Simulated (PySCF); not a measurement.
Distances in Å between the heavy atoms of a computed structure (GFN2-xTB; lower triangle, same order across):
```
O1    0.00
C2    1.40  0.00
C3    2.52  1.54  0.00
C4    3.31  2.16  1.54  0.00
C5    2.46  1.54  2.16  1.54  0.00
```

Hydrogens: 1 on O1, 1 on C2, 2 on C3, 2 on C4, 2 on C5.

Charge 0, singlet.

Q: Which heavy atoms are bonded, and with what formal order?

A: O1–C2 (single); C2–C3 (single); C3–C4 (single); C4–C5 (single); C2–C5 (single).

Q: Give the structure as a SMILES string.

A: `OC1CCC1`, C4H8O, cyclobutanol. Among its features: alcohol and cyclobutane ring.

Q: Which rings does it hold (smallest set)?

A: C2–C3–C4–C5 (4 members, 0.08 Å rms from planarity).

Q: Classify the heavy atoms.

A: O1: alcohol oxygen; C2: carbinol carbon (C–OH); C3/C5: four-membered-ring carbon; C4: four-membered-ring carbon.

Shape of the structure used: `[OH:1][CH:2]1[CH2:3][CH2:4][CH2:5]1`: H–O1–C2–C3 68°.
